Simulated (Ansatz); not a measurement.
For fcc Rh, RPBE (Ansatz, an electronic-structure program, plane waves, PAW) gives:

* **lattice parameter a**: 3.853 Å
* **bulk modulus B0**: 238 GPa

### Question
What does HSE06-D3(BJ) (Ansatz, plane waves, PAW) give for the same quantities?

### Answer

- lattice constant a: 3.735 Å (shrinks by 3.1 %)
- bulk modulus: 325 GPa (grows by 37 %)

For comparison: lattice constant a 3.794 Å (measured, static lattice: zero-point anharmonic expansion removed; as tabulated in Mejia-Rodriguez and Trickey (2018), arXiv:1807.09216); bulk modulus 271 GPa (measured, corrected for temperature and zero-point phonon effects, our sources range from 271 to 289; as tabulated in Levämäki et al. (2014), arXiv:1402.3671).

Changes are worked out from the printed values.

Unless a cell is named, each level is at its own relaxed cell (RPBE 14.30, HSE06-D3(BJ) 13.03 Å³/atom).

The crystal itself was run without spin with RPBE, HSE06-D3(BJ); a magnetic state was not tried in these runs.

Ansatz's density-functional and Hartree–Fock values are scalar-relativistic unless marked +SOC, with PAW data made under PBE.
